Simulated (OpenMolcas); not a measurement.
## Which level was it?

AlH: 2 atoms, total charge 0, spin state singlet. As SMILES, `[AlH]`. Geometry: relaxed at PBE0-D4/def2-TZVP.

```xyz
2

Al    0.0000    0.0000   -0.0256
H     0.0000    0.0000    1.6391
```

Orbital energies are those of the mean-field step.

A calculation with OpenMolcas 26.06 gave:

```json
{
 "total energy": "-242.9825 Eh",
 "dipole moment": "0.20 D",
 "HOMO energy": "-6.65 eV",
 "LUMO energy": "-0.99 eV",
 "HOMO–LUMO gap": "5.66 eV",
 "largest force": "0.186 eV/Å"
}
```

Task: Which of these levels gave the numbers?
A. r2SCAN/def2-TZVPPD
B. TPSS/def2-TZVPPD
C. CCSD(T)/def2-TZVPPD
D. BHLYP/def2-TZVPPD

Result: D. The others give -242.9985 Eh (TPSS/def2-TZVPPD), -242.9418 Eh (r2SCAN/def2-TZVPPD), -242.5420 Eh (CCSD(T)/def2-TZVPPD).
